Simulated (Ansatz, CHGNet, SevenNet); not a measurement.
How well does each level of theory give the elastic constant C44 of rock-salt HfN?

Reference value: 150 GPa (measured, temperature not stated, no zero-point or thermal correction; as tabulated in Wu et al. (2005), arXiv:cond-mat/0412374).

```tsv
level (code)	value (GPa)	cell (Å³/atom)
CHGNet 0.3.0 (CHGNet)	…	11.64
CHGNet-r²SCAN (CHGNet)	47.8	11.47
SevenNet-0 (SevenNet)	64.5	11.68
LDA (Ansatz)	127	11.15
PBE (Ansatz)	…	11.76
PBEsol (Ansatz)	122	11.40
r²SCAN (Ansatz)	126	11.58
```

Problem. Some entries are withheld; supply them.

Solution. 
- CHGNet 0.3.0 (CHGNet), value (GPa): 39.7
- PBE (Ansatz, a quantum-chemistry and plane-wave program), value (GPa): 116

Differences against the reference: CHGNet 0.3.0 -74 %, CHGNet-r²SCAN -68 %, SevenNet-0 -57 %, LDA -15.3 %, PBE -23 %, PBEsol -18.7 %, r²SCAN -16.0 %.

Nearest, and alike: LDA (-15.3 %), r²SCAN (-16.0 %). CHGNet 0.3.0 (-74 %) lies farthest from it. All 7 levels lie below the reference.

The reference has no zero-point or thermal correction, while the calculations are for a static lattice, so the differences are not the levels' errors alone. A static lattice is as a rule stiffer than a warm one, by over a tenth in soft solids.  Density-functional levels without +SOC have no spin–orbit coupling. Each level is taken at its own relaxed cell. Cutoffs differ between the levels. Ansatz's density-functional and Hartree–Fock values are scalar-relativistic unless marked +SOC, with PAW data made under PBE.

Machine-learned potentials (CHGNet 0.3.0, CHGNet-r²SCAN, SevenNet-0) are trained on DFT data, which may include these solids.

Differences are worked out from the printed values.
